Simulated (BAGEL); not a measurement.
# A workflow on SiNH5 (SMILES [SiH3]N)

Wanted: the energy (HF/def2-SVP), then the energy (NEVPT2(2,2)/def2-SVP), then a single-point energy (CASPT2(2,2)/def2-SVP) of SiNH5. 

Program for the calculation: BAGEL 1.2.2.

1 further run of the same task is left out (set aside as unsound or not needed).

**1. Starting point**

SiNH5: 7 atoms, total charge 0, spin state singlet. SMILES: `[SiH3]N`. The Si1–N2 distance was set to 4.816 Å, away from the relaxed value. At this shape a bond of the SMILES string is far longer than usual.

Bond lengths: Si1–H3 1.486 Å, Si1–H4 1.486 Å, Si1–H5 1.494 Å, N2–H6 1.007 Å, N2–H7 1.007 Å. Angles: H3–Si1–H4 110.5°, H3–Si1–H5 107.3°, H4–Si1–H5 107.3°, H6–N2–H7 110.7°.

**2. The energy at HF/def2-SVP (density fitting with svp-jkfit) (run 1)**

File job.json:

```json
{ "bagel": [

{
  "title": "molecule",
  "basis": "svp",
  "df_basis": "svp-jkfit",
  "angstrom": "true",
  "geometry": [
    { "atom": "Si", "xyz": [      -2.257591,      -1.447163,      -2.624878 ] },
    { "atom": "N", "xyz": [       0.611760,       0.348670,       0.801280 ] },
    { "atom": "H", "xyz": [      -1.862901,      -2.860793,      -2.855858 ] },
    { "atom": "H", "xyz": [      -3.657751,      -1.371553,      -2.133588 ] },
    { "atom": "H", "xyz": [      -2.212511,      -0.751733,      -3.946498 ] },
    { "atom": "H", "xyz": [       0.391580,       1.238230,       1.219480 ] },
    { "atom": "H", "xyz": [       1.609100,       0.226510,       0.729930 ] }
  ]
},

{ "title": "hf" },

{ "title": "print", "file": "orbitals.molden", "orbitals": "true" }

]}
```

Launch:

```sh
$ BAGEL_NUM_THREADS=1 BAGEL job.json > job.out
```

The program printed:

```text
* using 1 threads per process

  ===============================================================
  ===============================================================

  *** Geometry ***

  { "atom" : "Si", "xyz" : [     -4.266229,     -2.734742,     -4.960301 ] },
  { "atom" : "N", "xyz" : [      1.156059,      0.658891,      1.514200 ] },
  { "atom" : "H", "xyz" : [     -3.520373,     -5.406115,     -5.396789 ] },
  { "atom" : "H", "xyz" : [     -6.912148,     -2.591860,     -4.031897 ] },
  { "atom" : "H", "xyz" : [     -4.181040,     -1.420569,     -7.457800 ] },
  { "atom" : "H", "xyz" : [      0.739979,      2.339916,      2.304483 ] },
  { "atom" : "H", "xyz" : [      3.040758,      0.428042,      1.379368 ] },

  Number of auxiliary basis functions:      295

  Since a DF basis is specified, we compute 2- and 3-index integrals:
    o Being stored without compression. Storage requirement is 0.008 GB

  Number of basis functions:       57
  Number of electrons      :       26

    * METHOD: MOLECULE                             0.07

  *** RHF ***

  === Nuclear Repulsion ===
    39.3199978261

      * DIIS with orbital gradients will be used.

  === RHF iteration (svp) ===
      0       -345.51699825          0.03150352           0.01
      1       -342.06735429          0.06978314           0.01
      2       -345.69255701          0.01746163           0.01
[... 19 lines of this table left out ...]
     22       -345.85730420          0.00000000           0.01
    * SCF iteration converged.

    * Permanent dipole moment:
           (    0.118326,    -0.102793,     0.507150) a.u.

    * METHOD: HF                                   0.34

    * METHOD: PRINT                                0.01

  ===============================================================
```

Wall time 0.54 s (1 thread of Arm Neoverse V1, shared host); peak memory 0.14 GiB.

**3. The energy at NEVPT2(2,2)/def2-SVP (density fitting with svp-jkfit) (run 2)**

File nevpt2.json:

```json
{ "bagel" : [

{
  "title" : "molecule",
  "basis" : "svp",
  "df_basis" : "svp-jkfit",
  "angstrom" : true,
  "geometry" : [
    { "atom" : "Si", "xyz" : [   -2.257591,   -1.447163,   -2.624878 ] },
    { "atom" : "N", "xyz" : [    0.611760,    0.348670,    0.801280 ] },
    { "atom" : "H", "xyz" : [   -1.862901,   -2.860793,   -2.855858 ] },
    { "atom" : "H", "xyz" : [   -3.657751,   -1.371553,   -2.133588 ] },
    { "atom" : "H", "xyz" : [   -2.212511,   -0.751733,   -3.946498 ] },
    { "atom" : "H", "xyz" : [    0.391580,    1.238230,    1.219480 ] },
    { "atom" : "H", "xyz" : [    1.609100,    0.226510,    0.729930 ] }
  ]
},
{
  "title" : "hf"
},
{
  "title" : "nevpt2",
  "nstate" : 1,
  "nact" : 2,
  "nclosed" : 12,
  "active" : [12, 14],
  "maxiter" : 200,
  "natocc" : true,
  "ncore" : 6
},
{
  "title" : "print",
  "file" : "orbitals.molden",
  "orbitals" : true
}

]}
```

Launch:

```sh
$ BAGEL_NUM_THREADS=1 BAGEL nevpt2.json > nevpt2.out
```

The program printed:

```text
* using 1 threads per process

  ===============================================================
  ===============================================================

  *** Geometry ***

[... 31 lines left out ...]
    * SCF iteration converged.
[... 1 line left out ...]
    * Permanent dipole moment:
[... 28 lines left out ...]
    * Second-order optimization converged. *
[... 9 lines left out ...]
     * ci vector, state   0, <S^2> = 0.0000
       2.     0.7171084464
       .2    -0.6969616030

  === DF-NEVPT2 calculation ===

    * 3-index integral transformation done
    * assembly done

      NEVPT2 correlation energy:   -0.2414306501      0.04

          (+0)     -0.1743290810
          (+0)'    -0.0106789328
          (+1)     -0.0099558620
          (+1)'    -0.0000000000
          (+2)     -0.0000016918
          (-1)     -0.0464566274
          (-1)'     0.0000000000
          (-2)     -0.0000084551

      NEVPT2 total energy:       -346.2858117605

    * METHOD: NEVPT2                               0.80

    * METHOD: PRINT                                0.01

  ===============================================================
```

It took 1.3 s on 1 thread of Arm Neoverse V1, shared host; peak memory 0.14 GiB.

**4. The energy at CASPT2(2,2)/def2-SVP (density fitting with svp-jkfit) (run 3)**

File caspt2.json:

```json
{ "bagel" : [

{
  "title" : "molecule",
  "basis" : "svp",
  "df_basis" : "svp-jkfit",
  "angstrom" : "true",
  "geometry" : [
    { "atom" : "Si", "xyz" : [   -2.257591,   -1.447163,   -2.624878 ] },
    { "atom" : "N", "xyz" : [    0.611760,    0.348670,    0.801280 ] },
    { "atom" : "H", "xyz" : [   -1.862901,   -2.860793,   -2.855858 ] },
    { "atom" : "H", "xyz" : [   -3.657751,   -1.371553,   -2.133588 ] },
    { "atom" : "H", "xyz" : [   -2.212511,   -0.751733,   -3.946498 ] },
    { "atom" : "H", "xyz" : [    0.391580,    1.238230,    1.219480 ] },
    { "atom" : "H", "xyz" : [    1.609100,    0.226510,    0.729930 ] }
  ]
},
{ "title" : "hf" },
{ "title" : "casscf", "nstate" : 1, "nact" : 2, "nclosed" : 12, "nspin" : 0, "active" : [12, 14], "maxiter" : 200, "natocc" : "true" },
{ "title" : "print", "file" : "orbitals.molden", "orbitals" : "true" },
{ "title" : "smith", "method" : "caspt2", "ms" : "true", "xms" : "true", "sssr" : "true", "shift" : 0.2, "shift_imag" : "true", "ncore" : 6 }

]}
```

Launch:

```sh
$ BAGEL_NUM_THREADS=1 BAGEL caspt2.json > caspt2.out
```

The program printed:

```text
* using 1 threads per process

  ===============================================================
  ===============================================================

  *** Geometry ***

[... 33 lines left out ...]
    * Permanent dipole moment:
[... 37 lines left out ...]
     * ci vector, state   0, <S^2> = 0.0000
[... 21 lines left out ...]
       #      aibj      arbs      arbi      airj      risj      airs      arst      rist         Etot      error   time
[... 7 lines left out ...]
      ------------------------------------------------------------------------------------------------------------------

    * CASPT2 energy : state  0     -346.2918897034
        w/o shift correction       -346.2903727600
        reference weight              0.9193088738

    * METHOD: SMITH                                0.12

  ===============================================================
```

It took 1.4 s on 1 thread of Arm Neoverse V1, shared host; peak memory 0.14 GiB.

**5. Outcome**

| quantity | value |
| --- | --- |
| run 1, HF/def2-SVP: total energy | -345.85730 Eh |
| run 1, HF/def2-SVP: dipole moment | 1.35 D |
| run 1, HF/def2-SVP: HOMO energy | -5.97 eV |
| run 1, HF/def2-SVP: LUMO energy | -2.38 eV |
| run 1, HF/def2-SVP: HOMO–LUMO gap | 3.59 eV |
| run 2, NEVPT2(2,2)/def2-SVP: total energy | -346.28581 Eh |
| run 3, CASPT2(2,2)/def2-SVP: total energy | -346.29189 Eh |

One bond (run 1, HF/def2-SVP) is far stretched, which a spin-restricted single reference describes badly; a broken-symmetry solution may lie lower.
